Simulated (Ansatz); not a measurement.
# Several solutions for doublet O2(+)

```yaml
atoms:
  - { symbol: O, position_ang: [0.0000, 0.0000, 0.0000] }
  - { symbol: O, position_ang: [0.0000, 0.0000, 1.5680] }
```

Basis set: 6-31G (spherical functions). Charge 1, multiplicity 2.

PBE0 (unrestricted) was run from several starts with Ansatz (development build ahead of 0.2.0).

```csv
run,program,start,converged,energy (hartree),<S²>
A,Ansatz,stability test followed,yes,-149.53992,1.69
B,Ansatz,search for the lowest state,yes,-149.53992,1.69
C,Ansatz,"atomic start, no search",yes,-149.49282,0.75
```

(1) Which runs reached the lowest solution of this kind, and what is wrong with the others?

Results:

(1) A, B reached the lowest solution found. Converged but too high: C by 1.28 eV. Convergence only shows a stationary point, and even a stable one can lie too high; stability tests and further starts are what find lower ones. Caution: the unrestricted determinant is a mixture of spin states.
